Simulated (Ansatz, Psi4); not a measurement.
Gas-phase reaction in SMILES: OC=O -> [O]C=O + H atom (the H-O bond breaks)

Wanted: bond dissociation energy (electronic), in kcal/mol. Set-up: UHF or UKS for open shells; frozen cores in correlated levels; 6-311+G** with 5d; non-relativistic; no dispersion term unless named; 6-31G* and kin with 6d, 5d where marked; spin-orbit terms left out. Ab initio and DFT rows: single points at B3LYP-D3(BJ) geometries (Ansatz, a quantum-chemistry and plane-wave program). A UHF reference is markedly spin-contaminated in at least one set, which strains HF and MP2. The Hartree-Fock reference of [O]C=O is unstable towards a lower, spin-broken solution.

```json
[
 {"level": "HF/6-311+G**", "program": "Ansatz", "bond dissociation energy (electronic) (kcal/mol)": "105.1"},
 {"level": "PBE/6-31G*", "program": "Ansatz", "bond dissociation energy (electronic) (kcal/mol)": "103.3"},
 {"level": "B3LYP/3-21G", "program": "Ansatz", "bond dissociation energy (electronic) (kcal/mol)": "112.2"},
 {"level": "B3LYP/6-31G*", "program": "Ansatz", "bond dissociation energy (electronic) (kcal/mol)": "111.5"},
 {"level": "PBE0/6-31G*", "program": "Ansatz", "bond dissociation energy (electronic) (kcal/mol)": "111.7"},
 {"level": "wB97X-D/6-31G*", "program": "Psi4", "bond dissociation energy (electronic) (kcal/mol)": "115.6"},
 {"level": "MP2/STO-3G", "program": "Ansatz", "bond dissociation energy (electronic) (kcal/mol)": "145.2"},
 {"level": "PBE/def2-TZVPD", "program": "Ansatz", "bond dissociation energy (electronic) (kcal/mol)": "106.1"},
 {"level": "B3LYP/def2-TZVPD", "program": "Ansatz", "bond dissociation energy (electronic) (kcal/mol)": "114.1"},
 {"level": "B2PLYP-D3(BJ)/def2-TZVPD", "program": "Ansatz + dftd3", "bond dissociation energy (electronic) (kcal/mol)": "117.9"}
]
```

No value to compare with is used here. The 7 habitual levels span 103.3 (PBE/6-31G*) to 145.2 kcal/mol (MP2/STO-3G); PBE/def2-TZVPD gives 106.1.

The levels are drawn from those run, B3LYP/6-31G* more often than the rest, none by its result; runs whose electronic state is in doubt are left out.
